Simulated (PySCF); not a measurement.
Species: C₄H₅OP.
Geometry (GFN2-xTB, Å), atoms numbered from 1 in this order:
```xyz
11
C4H5OP angstrom
C     -1.7542   -0.2046    0.1840
C     -0.2674   -0.1446    0.0754
C      0.4376    0.9036   -0.4216
O      1.7661    0.7630   -0.4329
C      2.1233   -0.4235    0.0661
P      0.8504   -1.4392    0.5794
H     -2.0545   -0.3398    1.2221
H     -2.1427   -1.0471   -0.3863
H     -2.1993    0.7129   -0.1946
H      0.0639    1.8358   -0.8081
H      3.1821   -0.6140    0.0905
```

Lines to be assigned: C 1s: 290.38 (area 1), 291.00 (area 1), 291.43 (area 1), 291.65 (area 1) eV; O 1s: 540.18 eV; P 1s: 2149.48 eV; P 2p3/2: 135.95 eV.

Computed with delta-SCF UKS SCAN, pcX-2 on the ionised atom, pcseg-1 elsewhere, spin-free X2C in PySCF 2.14.0. Isolated species at its GFN2-xTB geometry, gas phase.

Assign the C 1s lines to atoms.

290.38 eV: C2 (substituted aromatic carbon); 291.00 eV: C1 (benzylic-type carbon); 291.43 eV: C5 (aromatic CH next to a ring oxygen); 291.65 eV: C3 (aromatic CH next to a ring oxygen). The listed C 1s values span 1.27 eV, from C2 (bonded to C (aromatic in the SMILES), C and P (aromatic in the SMILES)) to C3 (bonded to O (aromatic in the SMILES), C (aromatic in the SMILES) and H).

Bonded neighbours of each site: C1: C and 3 H; C2: C (aromatic in the SMILES), C and P (aromatic in the SMILES); C3: O (aromatic in the SMILES), C (aromatic in the SMILES) and H; O4: 2 C (aromatic in the SMILES); C5: O (aromatic in the SMILES), H and P (aromatic in the SMILES); P6: 2 C (aromatic in the SMILES).

What is the longest wavelength that can ionise P 2p3/2 of P6 vertically?

λ = hc/E = 12398.42 eV Å / 135.95 eV = 91.198 Å.

For 2p shells one spin-free hole was relaxed; a mean-field spin–orbit operator and the ground-state splitting of the three 2p orbitals were then diagonalised within the shell. The shell's mean is (2 × 2p3/2 + 2p1/2)/3, and the degeneracies 2j + 1 give areas of 2:1. 2p1/2 minus 2p3/2 (ligand field included): P 0.89 eV.
